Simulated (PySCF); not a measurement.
Compound: C6H9 (doublet state).
Cartesian coordinates in Å at the GFN2-xTB level; atoms count from 1:
```xyz
15
C6H9 angstrom
C     -2.5464    0.3745    0.3977
C     -1.5217    0.2806   -0.7030
C     -0.4440   -0.4288   -0.6546
C      0.6610   -1.1910   -0.5741
C      1.8859   -0.7841   -0.0838
C      2.1540    0.5781    0.4437
H     -2.6464    1.4097    0.7224
H     -3.5171    0.0400    0.0329
H     -2.2556   -0.2375    1.2473
H     -1.7537    0.8764   -1.5833
H      0.5749   -2.2097   -0.9396
H      2.7045   -1.4873   -0.0743
H      1.2566    1.1908    0.4007
H      2.9430    1.0669   -0.1324
H      2.5005    0.5293    1.4786
```

The hyperfine couplings belong to this conformer and change with its torsions.

As a line formula: `CC=[C]/C=C\C` [radical].

Theory: UKS B3LYP, pcH-1 on C H, non-relativistic, mean-field spin-orbit, GIAO in PySCF 2.14.0. Geometry: GFN2-xTB; no solvent, vibrations or thermal averaging. The geometry wasn't refined by DFT: couplings that depend on bond lengths, twists or pyramidal angles can differ widely from those at the functional's own minimum. The SCF solution wasn't tested for stability. ⟨S²⟩ is 0.775 where a pure state has 0.75.

Largest spin populations (Mulliken): C5 (+0.69), C3 (+0.60), C4 (-0.25) and C2 (-0.10). The positive populations add up to 1.44 and the negative ones to -0.44, together 2S = 1. The angles at C5 add up to 360.0°, so it is planar; its axial dipolar tensor and the negative coupling of its proton fit spin in a p orbital normal to that plane.

(1) How do the β-proton couplings of this frozen conformer go with θ, the angle between the C–H bond and the normal to the plane of the spin centre's three neighbours, both seen down the bond from centre to carbon?

(2) What would the freely rotating methyl group on C6 show?

Answers

(1) 
```csv
β H,on,centre,θ (°),cos²θ,a (G)
H13,C6,C5,89,0.00,+0.68
H14,C6,C5,30,0.75,+24.19
H15,C6,C5,32,0.72,+23.42
```

Fitting the Heller–McConnell form a = ρ(B0 + B2 cos²θ), with Mulliken ρ = 0.69, gives B0 = 1.0 G and B2 = 45.2 G, with a largest miss of 0.1 G. By this fit the coupling would be 32.1 G at θ = 0° and 0.7 G at 90°.

(2) Three equal couplings, a 1:3:3:1 quartet. The mean of the three values of this geometry estimates the splitting: 16.1 G, or 45.1 MHz (three bonds 120° apart have a mean cos²θ of 1/2 at any torsion).

Couplings in gauss use g_iso = 2.0024.
